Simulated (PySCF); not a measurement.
# NH, PBE: how much the basis matters

PySCF, UKS reference; triplet, unpaired electrons π ↑↑; De to H + N without counterpoise correction.

```csv
basis,relativity,functions,Re (Å),ωe (cm⁻¹),De (eV),μ (D)
pcseg-1,no relativity,19,1.061,3124,3.69,-1.58
jorge-DZP-DKH,spin-free X2C,20,1.071,3092,3.62,-1.55
pcseg-2,no relativity,44,1.051,3168,3.82,-1.56
def2-TZVPP,no relativity,45,1.051,3172,3.82,-1.52
def2-TZVPPD,no relativity,54,1.050,3180,3.84,-1.46
```

Q: How does each smaller set differ from the one with most functions, def2-TZVPPD?

A: pcseg-1: +1.1 pm, -1.8 % in ωe, -0.15 eV in De; jorge-DZP-DKH: +2.1 pm, -2.8 % in ωe, -0.22 eV in De; pcseg-2: +0.1 pm, -0.4 % in ωe, -0.02 eV in De; def2-TZVPP: +0.1 pm, -0.3 % in ωe, -0.02 eV in De. All at PBE; the set with most functions is neither the basis-set limit nor always the best. The rows treat relativity differently, so the differences are not basis effects alone.

A positive dipole means H(−)N(+). Measured (Huber and Herzberg, Constants of Diatomic Molecules (1979)): Re = 1.03621 Å, ωe = 3282.27 cm⁻¹. The state was picked by a PBE0 search and need not be the measured ground state.
